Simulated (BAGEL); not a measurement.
# SiF2 (SMILES F[Si]F): HF/6-31G(d) (density fitting with qzvpp-jkfit, spherical functions)

What is the vertical ionisation energy of SiF2 at HF/6-31G* (density fitting with qzvpp-jkfit, spherical functions)? 

The results are computed with BAGEL 1.2.2.

### 1 The molecule

The species is SiF2 (3 atoms), meant as a singlet with charge 0. As SMILES, `F[Si]F`. Geometry: relaxed at GFN2-xTB.

Bond lengths: Si1–F2 1.617 Å, Si1–F3 1.616 Å. Angles: F2–Si1–F3 92.6°.

### 2 A single-point energy at HF/6-31G(d) (density fitting with qzvpp-jkfit, spherical functions)

Input file calc.json:

```json
{ "bagel": [

{
  "title": "molecule",
  "basis": "6-31gs.json",
  "df_basis": "qzvpp-jkfit",
  "angstrom": true,
  "geometry": [
    { "atom": "Si", "xyz": [       0.004220,      -0.007680,      -0.744810 ] },
    { "atom": "F", "xyz": [       1.165930,      -0.017340,       0.380560 ] },
    { "atom": "F", "xyz": [      -1.170150,       0.025020,       0.364240 ] }
  ]
},

{ "title": "hf" },

{ "title": "print", "file": "orbitals.molden", "orbitals": true }

]}
```

The basis set 6-31G* is read from a file made from the Basis Set Exchange's data (not shown).

On the command line:

```sh
BAGEL_NUM_THREADS=1 BAGEL calc.json > calc.out
```

The log of the run:

```text
* using 1 threads per process

  ===============================================================
  ===============================================================

  *** Geometry ***

  { "atom" : "Si", "xyz" : [      0.007975,     -0.014513,     -1.407487 ] },
  { "atom" : "F", "xyz" : [      2.203288,     -0.032768,      0.719154 ] },
  { "atom" : "F", "xyz" : [     -2.211263,      0.047281,      0.688314 ] },

  Number of auxiliary basis functions:      282

  Since a DF basis is specified, we compute 2- and 3-index integrals:
    o Being stored without compression. Storage requirement is 0.005 GB

  Number of basis functions:       46
  Number of electrons      :       32

    * METHOD: MOLECULE                             0.05

  *** RHF ***

  === Nuclear Repulsion ===
   100.8382291270

      * DIIS with orbital gradients will be used.

  === RHF iteration (6-31gs.json) ===
      0       -487.65544992          0.03551630           0.01
      1       -487.78691627          0.02458846           0.01
      2       -487.87709577          0.00124760           0.01
      3       -487.87784615          0.00025470           0.01
      4       -487.87787904          0.00006022           0.01
      5       -487.87788085          0.00001160           0.01
      6       -487.87788089          0.00000525           0.01
      7       -487.87788089          0.00000103           0.01
      8       -487.87788089          0.00000028           0.01
      9       -487.87788089          0.00000012           0.01
     10       -487.87788089          0.00000002           0.01
     11       -487.87788089          0.00000001           0.01
    * SCF iteration converged.

    * Permanent dipole moment:
           (   -0.001177,     0.007162,     0.699467) a.u.

    * METHOD: HF                                   0.14

    * METHOD: PRINT                                0.00

  ===============================================================
```

Wall time 0.32 s (1 thread of Arm Neoverse V2, shared host).

### 3 The doublet cation, same level

Input file calc.json:

```json
{ "bagel": [

{
  "title": "molecule",
  "basis": "6-31gs.json",
  "df_basis": "qzvpp-jkfit",
  "angstrom": "true",
  "geometry": [
    { "atom": "Si", "xyz": [    0.004220,   -0.007680,   -0.744810 ] },
    { "atom": "F", "xyz": [    1.165930,   -0.017340,    0.380560 ] },
    { "atom": "F", "xyz": [   -1.170150,    0.025020,    0.364240 ] }
  ]
},
{
  "title": "uhf",
  "charge": 1,
  "nopen": 1
},
{
  "title": "print",
  "file": "orbitals.molden",
  "orbitals": "true"
}

]}
```

The basis set 6-31G* is read from a file made from the Basis Set Exchange's data (not shown).

On the command line:

```sh
BAGEL_NUM_THREADS=1 BAGEL calc.json > calc.out
```

The log of the run:

```text
* using 1 threads per process

  ===============================================================
  ===============================================================

  *** Geometry ***

  { "atom" : "Si", "xyz" : [      0.007975,     -0.014513,     -1.407487 ] },
  { "atom" : "F", "xyz" : [      2.203288,     -0.032768,      0.719154 ] },
  { "atom" : "F", "xyz" : [     -2.211263,      0.047281,      0.688314 ] },

  Number of auxiliary basis functions:      282

  Since a DF basis is specified, we compute 2- and 3-index integrals:
    o Being stored without compression. Storage requirement is 0.005 GB

  Number of basis functions:       46
  Number of electrons      :       32

    * METHOD: MOLECULE                             0.05

  *** Open-shell HF ***

  === Nuclear Repulsion ===
   100.8382291270

      * DIIS with orbital gradients will be used.

  === UHF iteration (6-31gs.json) ===
      0       -487.23758609          0.07362535           0.02
      1       -487.37761460          0.05518450           0.02
      2       -487.44133176          0.03698205           0.02
      3       -487.49333864          0.00144651           0.02
      4       -487.49386731          0.00041663           0.02
      5       -487.49392307          0.00009149           0.02
      6       -487.49392692          0.00002262           0.02
      7       -487.49392742          0.00001069           0.02
      8       -487.49392752          0.00000630           0.02
      9       -487.49392758          0.00000329           0.02
     10       -487.49392760          0.00000217           0.02
     11       -487.49392760          0.00000070           0.02
     12       -487.49392760          0.00000018           0.02
     13       -487.49392760          0.00000005           0.02
     14       -487.49392760          0.00000003           0.02
     15       -487.49392760          0.00000001           0.02
     16       -487.49392760          0.00000001           0.02
    * SCF iteration converged.

    * S^2 (UHF) is 0.7565

    * Permanent dipole moment:
           (   -0.011789,     0.023805,     2.310940) a.u.

    * METHOD: UHF                                  0.33

    * METHOD: PRINT                                0.00

  ===============================================================
```

Wall time 0.5 s (1 thread of Arm Neoverse V2, shared host).

### 4 Summary of results

At HF/6-31G* (density fitting with qzvpp-jkfit, spherical functions):

| quantity | value |
| --- | --- |
| singlet SiF2: total energy | -487.87788 Eh |
| singlet SiF2: dipole moment | 1.78 D |
| singlet SiF2: HOMO energy | -11.23 eV |
| singlet SiF2: LUMO energy | 1.13 eV |
| singlet SiF2: HOMO–LUMO gap | 12.36 eV |
| doublet cation: total energy | -487.49393 Eh |
| doublet cation: ⟨S²⟩ | 0.756 |
| vertical ionisation energy (to the doublet cation) | 10.448 eV |

The vertical ionisation energy comes to 10.45 eV (241 kcal/mol). The negative HOMO energy of the first species, 11.23 eV, lies 0.78 eV above that difference.
